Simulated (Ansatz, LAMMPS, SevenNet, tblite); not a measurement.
Elastic constant C12 of zinc-blende HgTe: levels of theory against measurement

Reference value: 36.6 GPa (measured, temperature not stated, no zero-point or thermal correction; as tabulated in Oses et al. (2018), arXiv:1811.08464).

Question: What do Stillinger–Weber CdTeZnSeHgS0.sw, GFN1-xTB, GFN2-xTB, SevenNet-0, SevenNet-l3i5, LDA, PBE, PBEsol, r²SCAN give, and how far is each from the reference?

Answer: 
| level (code) | value (GPa) | cell (Å³/atom) | difference (%) |
|---|---|---|---|
| Stillinger–Weber CdTeZnSeHgS0.sw (LAMMPS) | 35.1 | 33.70 | -4.1 |
| GFN1-xTB (tblite) | 29.8 | 36.61 | -18.6 |
| GFN2-xTB (tblite) | 16.0 | 44.90 | -56 |
| SevenNet-0 | 29.5 | 37.01 | -19.4 |
| SevenNet-l3i5 | 29.0 | 36.93 | -21 |
| LDA (Ansatz) | 41.7 | 33.31 | +13.9 |
| PBE (Ansatz) | 29.2 | 36.76 | -20 |
| PBEsol (Ansatz) | 36.8 | 34.47 | +0.5 |
| r²SCAN (Ansatz) | 35.0 | 35.49 | -4.4 |

Leaving aside Stillinger–Weber CdTeZnSeHgS0.sw (doubt noted below): The reference's temperature isn't stated, so close values are not ranked against it. Off by more than 25 %, or 35 % on the side where a correction would as a rule narrow the miss (bounds picked here): GFN2-xTB (-56 %).

The reference isn't brought to a static lattice, while the calculations are for one, so the differences are not the levels' errors alone.  Density-functional levels without +SOC have no spin–orbit coupling. Stillinger–Weber CdTeZnSeHgS0.sw: the potential file covers more elements than this solid holds. GFN1-xTB, GFN2-xTB: the method was fitted mainly to molecules. GFN1-xTB, GFN2-xTB: the run uses a supercell at the zone centre in place of a k mesh. GFN2-xTB: the relaxed volume lies over a fifth from the starting cell. LDA, PBE, PBEsol, r²SCAN: the solid has no gap at this level, which affects its response. Each level is taken at its own relaxed cell. Cutoffs differ between the levels. Ansatz's density-functional and Hartree–Fock values are scalar-relativistic unless marked +SOC, with PAW data made under PBE.

Empirical potentials (Stillinger–Weber CdTeZnSeHgS0.sw) are fitted to chosen data: where that held the value shown, agreement is built in, and what lay outside the fit can be far off. Machine-learned potentials (SevenNet-0, SevenNet-l3i5) are trained on DFT data: a solid inside that data is no test of them.

Differences are worked out from the printed values.

Ansatz is a program for electronic structure.
